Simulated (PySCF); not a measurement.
Compound: nitric acid, HNO3.
Structure used (PBE0-D3(BJ)/def2-SVP), in Å, numbered top down from 1:
```xyz
5
HNO3 angstrom
O      0.0051    0.7550   -1.0335
N     -0.0979   -0.2366   -0.3650
O     -0.3809   -1.3443   -0.6817
O      0.1478   -0.0770    0.9807
H      0.3578    0.8684    1.0647
```

The closed-shell ground state was solved at several levels (PySCF, density fitting, gas phase, non-relativistic).

| level | basis functions | HOMO (eV) | LUMO (eV) | gap (eV) | dipole (D) |
| --- | --- | --- | --- | --- | --- |
| B3LYP/pcJ-1 | 118 | -9.17 | -2.18 | 6.99 | 2.49 |
| CAM-B3LYP/def2-SVPD | 97 | -11.24 | -1.08 | 10.16 | 2.47 |
| CAM-B3LYP/pcSseg-2 | 158 | -11.12 | -0.86 | 10.26 | 2.51 |

What might PBE0/pcSseg-1 (73 basis functions) give for the same quantities?

HOMO -9.49 eV, LUMO -1.89 eV, gap 7.60 eV, dipole 2.48 D.

Over all these levels, which gives the widest orbital gap and which the narrowest?

CAM-B3LYP/pcSseg-2 (range-separated hybrid) has the widest, 10.26 eV, and B3LYP/pcJ-1 (global hybrid, 20 % exact exchange) the narrowest, 6.99 eV. Functional and basis both differ between the two, so the spread mixes both effects.

How far do the dipole and the HOMO energy spread over the levels?

The dipole runs from 2.47 to 2.51 D (mean 2.49 D) and the HOMO from -11.24 to -9.17 eV.

One conformer stands for the species.
